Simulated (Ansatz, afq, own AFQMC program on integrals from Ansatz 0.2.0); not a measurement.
**P₂H₃, doublet: AFQMC among the cluster methods**

```xyz
5

P     0.2159   -1.1140    0.0633
P    -0.3389    1.0041    0.1404
H    -0.4208   -1.2807   -1.2101
H     0.3757    1.4738   -1.0051
H     0.6537    1.4020    1.0839
```

Connectivity, by distances: PH–PH2.

Basis def2-TZVP. Noble-gas cores (and the filled d shells of Ga–Kr and In–Xe) are frozen. Ansatz 0.2.0 and our own AFQMC program on the same integrals; the CISD trial comes from CCSD amplitudes, and released means the phaseless constraint is let go. ± is one standard error of the sampling.

Determinant: UHF, the one that the program's search chose, which needn't be the lowest solution. The geometry is a PBE0/def2-SVP stationary point of this or a neighbouring charge and spin state.

No full CI on the walks' own integrals is used here; CCSDT(Q) serves as the reference and is uncertain by about the last step of the cluster series.

* T1 diagnostic: 0.0204
* weight of the determinant in the CISD state: 0.836
* ⟨S²⟩ of the determinant: 0.772
* size of the correlated space: 13 electrons in 82 orbitals

Reference: CCSDT(Q), correlation energy -9.128 eV. The released energy is read at 2.40 1/Eh (meV from the phaseless value at times in 1/Eh: -7 ± 5 at 0.24, -11 ± 6 at 0.51, -21 ± 7 at 0.99, -21 ± 6 at 1.62, -22 ± 9 at 2.40).

| level | E − E(reference) (kJ/mol) | share of correlation (%) |
| --- | --- | --- |
| HF | 880.7 | 0.00 |
| MP2 | 162.1 | 81.60 |
| CCSD | 43.2 | 95.10 |
| CCSD(T) | 6.4 | 99.27 |
| CCSDT | 2.1 | 99.77 |
| ph-AFQMC/CISD | 1.6 ± 0.5 | 99.82 |
| released AFQMC | -0.5 ± 0.9 | 100.06 |

Released energies are given only where the last usable release times agree within the noise; a slower fall can still hide under it.
